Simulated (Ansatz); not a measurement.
# CHFS2: the cost of one run

All numbers below are computed with Ansatz 0.2.0 (RKS B3LYP/STO-3G).

## 1. Starting point

Bond lengths: F1–H2 0.939 Å, S3–C4 1.552 Å, C4–S5 1.547 Å. Angles: S3–C4–S5 179.1°.

As a file:

```xyz
5

F     0.0985    0.2461   -2.7519
H     0.1488    0.3632   -1.8218
S     0.2737    0.8759    0.4696
C    -0.0902   -0.2015    1.5263
S    -0.4308   -1.2836    2.5778
```

## 2. Preparing the start

The input, input.yaml:

```yaml
crystal:
  periodic: [false, false, false]
  atoms:
    - { symbol: F, position_ang: [0.0985, 0.2461, -2.7519] }
    - { symbol: H, position_ang: [0.1488, 0.3632, -1.8218] }
    - { symbol: S, position_ang: [0.2737, 0.8759, 0.4696] }
    - { symbol: C, position_ang: [-0.0902, -0.2015, 1.5263] }
    - { symbol: S, position_ang: [-0.4308, -1.2836, 2.5778] }
basis:
  gaussian: { orbitals: STO-3G }
hamiltonian:
  xc: b3lyp
relax:
  f_tol: 0.02
  max_steps: 40
scf:
  lower_state_search: "off"
```

Started as:

```bash
> ansatz run input.yaml --threads 1 --pin off --max-ram 2048MiB --backend cpu --events-out ev --progress --plain --runs-dir out
```

What time and memory should one allow on 1 thread of Arm Neoverse V2, shared host?

About 5.3 s, with a peak of 0.1 GiB.
